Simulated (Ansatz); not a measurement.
in.yaml

```yaml
crystal:
  periodic: [false, false, false]
  atoms:
    - {symbol: Si, position_ang: [0.000000, -0.089516, 0.625682]}
    - {symbol: O, position_ang: [0.000000, 0.191138, -1.007824]}
    - {symbol: H, position_ang: [0.000000, 1.395625, 1.000191]}
    - {symbol: H, position_ang: [0.000000, -1.935325, -2.436810]}
basis:
  gaussian: {orbitals: cc-pVDZ}
correlation: {active_space: {ras: {orbitals: [6, 0, 30], electrons: 12, max_holes: 2, max_particles: 2}, fixed_orbitals: true}}
```

```sh
$ ansatz run in.yaml --threads 1 --pin off --events-out ev --progress --plain --max-ram 5120MiB --backend cpu
```

(1) Roughly how long does this take on 1 thread of AMD EPYC 7R13, shared host, and how much host memory?

```
403 factors; integrals over basis functions are off by at most 1.1e-3 eV
mean field evaluation 1: about -9915.2559 eV, gradient 4.7e1 eV
mean field evaluation 2: about -9915.2601 eV, gradient 4.7e1 eV
mean field evaluation 4: about -9922.2610 eV, gradient 5.6e0 eV
mean field evaluation 8: about -9922.8272 eV, gradient 4.3e-1 eV
mean field evaluation 16: about -9919.4044 eV, gradient 2.1e1 eV
mean field -9922.82932227 eV, -364.6572516583 hartree, gradient 3.8e-6 eV, S^2 0.000000; 3 other end points of the search recorded, 0 dependent functions left out
reference -9922.82932227 eV, -364.6572516583 hartree; 12, 12 occupied and 30, 30 virtual orbitals, 403 factors
state -9932.06173412 eV, -364.9965365358 hartree
Total energy: -9932.06173412 eV, -364.9965365358 hartree
```

Natural occupations: 1.9874 1.9774 1.9699 1.9689 1.9541 1.7203 0.2836 0.0304 0.0235 0.0177 0.0092 0.0089 0.0076 0.0046 0.0044 0.0039 0.0036 0.0036 0.0035 0.0032 0.0028 0.0025 0.0021 0.0017.

Answers

(1) 0.95 s wall and 0.17 GiB.
